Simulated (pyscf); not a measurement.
7 gas-phase steps of one pattern: four-centre exchange on the singlet surface, Cl–H + O–Si or F–H + Ge–O or F–H + O–Si broken and Cl–Si + H–O or F–Ge + H–O or F–Si + H–O formed. Optimised with ωB97X-D3(BJ)/def2-SVP in PySCF. Electronic energies in kcal/mol, between the relaxed ends of the descent from the saddle (adducts or complexes of the species named), with the reactant end as zero; ΔE‡ and ΔE at ωB97X-D3(BJ)/def2-TZVP. Rows were drawn at random from the steps of this pattern with a verified saddle, stable references and a bound adduct at one end at least.

```json
[
 {"row": "1", "step": "HF + HO–Si:–F [singlet] -> F–Si:–F [singlet] + H₂O", "ΔE": "-15.8", "ΔE‡": "6.3"},
 {"row": "2", "step": "HF + HO–Ge(F)(F)–F → F–Ge(F)(F)–F + H₂O", "ΔE": "-9.2", "ΔE‡": "12.3"},
 {"row": "3", "step": "HCl + HO–Si:–Cl [singlet] → Cl–Si:–Cl [singlet] + H₂O", "ΔE": "-8.5", "ΔE‡": "10.1"},
 {"row": "4", "step": "H₂N–SiH₂–OH + HF → H₂N–SiH₂–F + H₂O", "ΔE": "-6.0", "ΔE‡": "20.9"},
 {"row": "5", "step": "HF + HO–GeH₂–F → F–GeH₂–F + H₂O", "ΔE": "-4.4", "ΔE‡": "12.9"},
 {"row": "6", "step": "HO–GeH₃ + HF → F–GeH₃ + H₂O", "ΔE": "-4.0", "ΔE‡": "?"},
 {"row": "7", "step": "HO–Si(F)(F)–O–SiH₃ + HF -> HO–Si(F)(F)–F + HO–SiH₃", "ΔE": "+10.0", "ΔE‡": "22.2"}
]
```

Problem. Fit ΔE‡ = a + b·ΔE to the other rows and predict row 6.

Solution. Over the 6 complete rows the means are -5.6 (ΔE) and 14.1 (ΔE‡); least squares gives b = 0.59 and a = 17.5 kcal/mol, with residuals of 3.2 kcal/mol (root mean square; largest 6.9, row 4). For row 6: 17.5 + 0.59 × (-4.0) = 15.1 kcal/mol. The computed barrier is 20.8 kcal/mol, 5.7 over the line. The scatter is large against the spread of the barriers, so the line says little here. Each barrier is that of the saddle found. Elements up to Kr have no core potential and no relativistic terms here.
